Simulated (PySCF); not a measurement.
Gas-phase reaction: 6 BF2OH + BH3 = 2 BF3.H2O + 3 BHF2 + 2 HBO2

Method: PySCF energies plus ideal-gas RRHO corrections (1 bar). † marks an energy on the PBE0/def2-TZVP geometry and frequencies; other levels use their own. MP2 and CCSD(T) freeze the core. 6-31G* has spherical d functions here. All species are closed-shell singlets. B3LYP is the form with VWN-RPA correlation. Adducts (BF3.H2O) have no counterpoise correction, and HF, PBE, BLYP, B3LYP and PBE0 lack dispersion. BF2OH, BF3.H2O: computed as isolated molecules; such fragments, hydroxides, amides, oligomers or adducts are transient or little studied in the gas. MP2 isn't extrapolated to the basis-set limit; its ΔH°(298 K) is 317.8 kJ in def2-SVP and 335.5 kJ in def2-TZVPP. CCSD(T) isn't extrapolated to the basis-set limit; its ΔH°(298 K) is 327.8 kJ in def2-SVP and 349.2 kJ in def2-TZVPP. The harmonic model lacks anharmonicity and excited electronic states, which grow with temperature; levels with a mode under 35 cm⁻¹ are left out. Internal rotation in BF2OH, BF3.H2O is treated as a harmonic vibration of one conformer, which makes the entropy rough.

ΔH° and ΔS° at 298 K: B3LYP/6-31G* 339 kJ, 34 J/K; CCSD(T)/def2-SVP† 328 kJ, 37 J/K; HF/def2-TZVP† 429 kJ, 37 J/K; MP2/def2-SVP† 318 kJ, 37 J/K; PBE/def2-TZVP† 324 kJ, 37 J/K; PBE0/def2-QZVP† 364 kJ, 37 J/K.

Q: With the heat capacities included, give log10 K (1 bar) at 500, 1200, 1400, 1800, 2000 K from B3LYP/6-31G*, CCSD(T)/def2-SVP†, HF/def2-TZVP†, MP2/def2-SVP†, PBE/def2-TZVP†, PBE0/def2-QZVP†.

A: 
```csv
T (K),B3LYP/6-31G*,CCSD(T)/def2-SVP†,HF/def2-TZVP†,MP2/def2-SVP†,PBE/def2-TZVP†,PBE0/def2-QZVP†
500,-33.5,-32.2,-42.8,-31.2,-31.8,-36.0
1200,-12.6,-12.0,-16.4,-11.5,-11.8,-13.6
1400,-10.4,-9.9,-13.7,-9.5,-9.8,-11.3
1800,-7.6,-7.1,-10.1,-6.8,-7.0,-8.2
2000,-6.6,-6.2,-8.8,-5.9,-6.1,-7.1
```
